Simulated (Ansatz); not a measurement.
Ansatz (an electronic-structure program) input (PBE0/def2-TZVP):

Ansatz 0.2 input:
```yaml
crystal:
  periodic: [false, false, false]
  atoms:
    - {symbol: C, position_ang: [-0.00541272, 0.00514807, 0.86088345]}
    - {symbol: C, position_ang: [-0.00020344, -0.64634739, -0.49579893]}
    - {symbol: C, position_ang: [0.00648613, 0.64037189, -0.50345144]}
    - {symbol: H, position_ang: [0.90225350, 0.00400638, 1.46236727]}
    - {symbol: H, position_ang: [-0.92057007, 0.01341463, 1.45085018]}
    - {symbol: H, position_ang: [-0.00162276, -1.57792247, -1.03216063]}
    - {symbol: H, position_ang: [0.01471952, 1.56546606, -1.05085530]}
basis:
  gaussian:
    orbitals: def2-TZVP
hamiltonian:
  xc: {name: PBE0}
relax: {f_tol: 0.003, max_steps: 100}
```

End of the output:

```
mean field -3170.58205359 eV, -116.5167413716 hartree, gradient 1.0e-5 eV, S^2 0.000000; 0 other end points of the search recorded, 0 dependent functions left out
the calculation of the forces begins
reference -3170.58207755 eV, -116.5167422521 hartree; 11, 11 occupied and 106, 106 virtual orbitals, 716 factors
relax step   2: F+E_penalty+E_count = -3170.58205359 eV  Δ(F+E_penalty+E_count) = -1.101e-3 eV  max|allowed force component| = 1.639e-1 eV/Å  Δτ_max = 0.0031 Å  (33 SCF iters, accepted)
these checks for a lower state are left out or cut short: starts, cluster_reference, orbital_swaps, neighbouring_geometries, increment
integrals: 0.03 GiB planned
716 factors; their error is unknown
mean field: 0.33 GiB planned
mean field evaluation 32: about -3170.5823 eV, gradient 1.1e-5 eV
mean field -3170.58231000 eV, -116.5167507946 hartree, gradient 1.1e-5 eV, S^2 0.000000; 0 other end points of the search recorded, 0 dependent functions left out
the calculation of the forces begins
reference -3170.58233399 eV, -116.5167516762 hartree; 11, 11 occupied and 106, 106 virtual orbitals, 716 factors
relax step   3: F+E_penalty+E_count = -3170.58231000 eV  Δ(F+E_penalty+E_count) = -2.564e-4 eV  max|allowed force component| = 1.899e-2 eV/Å  Δτ_max = 0.0022 Å  (33 SCF iters, accepted)
these checks for a lower state are left out or cut short: starts, cluster_reference, orbital_swaps, neighbouring_geometries, increment
integrals: 0.03 GiB planned
716 factors; their error is unknown
mean field: 0.33 GiB planned
mean field -3170.58231936 eV, -116.5167511387 hartree, gradient 1.1e-5 eV, S^2 0.000000; 0 other end points of the search recorded, 0 dependent functions left out
the calculation of the forces begins
reference -3170.58234336 eV, -116.5167520205 hartree; 11, 11 occupied and 106, 106 virtual orbitals, 716 factors
relax step   4: F+E_penalty+E_count = -3170.58231936 eV  Δ(F+E_penalty+E_count) = -9.364e-6 eV  max|allowed force component| = 5.329e-3 eV/Å  Δτ_max = 0.0004 Å  (33 SCF iters, accepted)
these checks for a lower state are left out or cut short: starts, cluster_reference, orbital_swaps, neighbouring_geometries, increment
integrals: 0.03 GiB planned
716 factors; their error is unknown
mean field: 0.33 GiB planned
mean field -3170.58232134 eV, -116.5167512115 hartree, gradient 1.1e-5 eV, S^2 0.000000; 0 other end points of the search recorded, 0 dependent functions left out
the calculation of the forces begins
reference -3170.58234534 eV, -116.5167520934 hartree; 11, 11 occupied and 106, 106 virtual orbitals, 716 factors
relax step   5: F+E_penalty+E_count = -3170.58232134 eV  Δ(F+E_penalty+E_count) = -1.980e-6 eV  max|allowed force component| = 2.209e-3 eV/Å  Δτ_max = 0.0004 Å  (33 SCF iters, accepted)
integrals: 0.03 GiB planned
716 factors; their error is unknown
mean field: 0.33 GiB planned
mean field evaluation 64: about -3170.5823 eV, gradient 4.4e-2 eV
mean field -3170.58232134 eV, -116.5167512115 hartree, gradient 1.1e-5 eV, S^2 0.000000; 1 other end points of the search recorded, 0 dependent functions left out
the calculation of the forces begins
reference -3170.58234534 eV, -116.5167520934 hartree; 11, 11 occupied and 106, 106 virtual orbitals, 716 factors
Total energy: -3170.58234534 eV, -116.5167520934 hartree
Atom 0 at    -0.005381     0.005118     0.855810 Å, force    -0.000001     0.000001     0.000090 eV/Å
Atom 1 at    -0.000220    -0.646459    -0.493313 Å, force    -0.000012    -0.002208     0.000072 eV/Å
Atom 2 at     0.006471     0.640513    -0.500967 Å, force     0.000011     0.002209     0.000045 eV/Å
Atom 3 at     0.903315     0.003980     1.458777 Å, force    -0.000081    -0.000001    -0.000250 eV/Å
Atom 4 at    -0.921586     0.013398     1.447246 Å, force     0.000084    -0.000002    -0.000249 eV/Å
Atom 5 at    -0.001659    -1.580422    -1.028497 Å, force     0.000003     0.000663     0.000142 eV/Å
Atom 6 at     0.014710     1.568009    -1.047221 Å, force    -0.000004    -0.000662     0.000150 eV/Å
Dipole moment:     0.000643    -0.000611    -0.102201 e Å
```
